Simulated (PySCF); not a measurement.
Match the calculated data to a structure.

All candidates are C5H5Cl.

* Rotational structure: rotational constants A, B, C: 12.027, 1.250, 1.140 GHz [PBE0-D3(BJ)/def2-SVP]
* UV, first state: lowest singlet excitation: 4.00 eV (310 nm, f = 0.018) [TDDFT B3LYP/def2-SVPD]
* Polarisability: 76.0 au [B3LYP/def2-SVPD]
* Dipole: 4.49 D [B3LYP/def2-SVPD]

Electronic properties: PySCF, gas phase, density fitting. Levels stand in brackets. Isolated species at its PBE0-D3(BJ)/def2-SVP geometry, gas phase.

Question: Which candidate is it?
A. `CC1=CC/1=C\Cl`
B. `C#C/C=C\CCl`
C. `C=CC#CCCl`

Answer: A. It is `CC1=CC/1=C\Cl`. Numbering: `[CH3:1][C:2]1=[CH:3][C:4]/1=[CH:5]\[Cl:6]`. Its formula, C5H5Cl, gives 3 degrees of unsaturation: 1 ring and 2 π bonds in the structure found. S1 is mainly HOMO→LUMO (weight 0.99); the largest Löwdin shares of the orbital it empties are 0.32 on the vinylic C–Cl carbon, 0.23 on the vinyl chlorine, 0.20 on a fully substituted alkene carbon and 0.10 on the alkene CH carbon, of the orbital it fills 0.37 on the alkene CH carbon, 0.34 on a fully substituted alkene carbon, 0.08 on a vinylic hydrogen and 0.08 on the allylic carbon. The optimised geometry has point group Cs and is an asymmetric top.

The others, at the same levels:
- `C#C/C=C\CCl` fails: its computed lowest singlet excitation is 5.04 eV (246 nm, f = 0.025) (against 4.00 eV), static isotropic polarisability is 78.5 au (against 76.0 au) and rotational constant A is 6.648 GHz (against 12.027 GHz).
- `C=CC#CCCl` fails: its computed lowest singlet excitation is 5.07 eV (245 nm, f = 0.000) (against 4.00 eV), static isotropic polarisability is 82.6 au (against 76.0 au) and rotational constant A is 15.967 GHz (against 12.027 GHz).

Each candidate is one conformer, not necessarily the lowest. The conformers computed, where there is a choice (atom-mapped SMILES and torsion angles):
- `[CH:1]#[C:2]/[CH:3]=[CH:4]\[CH2:5][Cl:6]`: C3–C4–C5–Cl6 -120°
